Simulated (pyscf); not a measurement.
A first-order saddle from PySCF, ωB97X-D3(BJ)/def2-SVP:

```
Al
N 1 1.7629
H 2 1.0144 1 126.46
H 2 1.0148 3 109.75 1 179.93
N 1 1.8345 2 117.11 3 -0.62
H 5 1.0160 1 125.25 2 -0.31
H 5 1.0167 6 111.47 1 -179.92
H 1 1.5692 2 125.09 3 179.32
H 5 1.5789 6 92.08 7 -93.05
H 5 1.5847 6 91.81 7 92.57
```

Surface: singlet, charge 0. Lowest wavenumbers (cm⁻¹): 1391i, 155, 189, 309, 333.

Problem. Name the species on either side of this saddle.

Solution. H₂N–AlH₂ + NH₃ ⇌ H₂N–AlH₂ + NH₃, a four-centre exchange read from left to right: Al–H, H–N broken and Al–H, H–N formed. At CCSD(T)/def2-TZVPP + ΔMP2(QZVPP) it lies +327.0 kJ/mol from the left side and +327.0 kJ/mol from the right (each side as separated species at their lowest minima found). On the reactant side the descent ends in an adduct with a Al–N contact (not fully relaxed), 108.3 kJ/mol under the separated species and 461.0 kJ/mol under the saddle at ωB97X-D3(BJ)/def2-TZVP. On the product side the descent ends in an adduct with a Al–N contact, 108.3 kJ/mol under the separated species and 461.0 kJ/mol under the saddle at ωB97X-D3(BJ)/def2-TZVP. At ωB97X-D3(BJ) the barrier from the zero used here is 352.7 kJ/mol. The same reactants have a lower exit, to H₂N–AlH–NH₂ + H₂ (barrier +29.7 kJ/mol at ωB97M-D3(BJ), against +341.8 kJ/mol here). This is the saddle that the search found; another between the same sides may lie lower. One closed-shell reference is unstable to symmetry breaking; treat the single-reference values with care. The CCSD(T) − MP2 part came from Ansatz, without density fitting, on the same reference.
